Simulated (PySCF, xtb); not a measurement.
SiCl₄, SMILES Cl[Si](Cl)(Cl)Cl.

Harmonic wavenumbers (cm⁻¹) from GFN2-xTB run with xtb at its own minimum, in rising order: 111, 111, 173, 173, 173, 379, 512, 512, 512.

Task: What does B3LYP-D3(BJ)/def2-SVP (PySCF) give at its own minimum? (Estimate from the structure and the level; the computed values follow.)

Result: 143, 143, 214, 214, 214, 411, 623, 623, 623. Paired by order, the mean absolute difference is 61 cm⁻¹ and the zero-point energies are 3.8 and 4.6 kcal/mol.
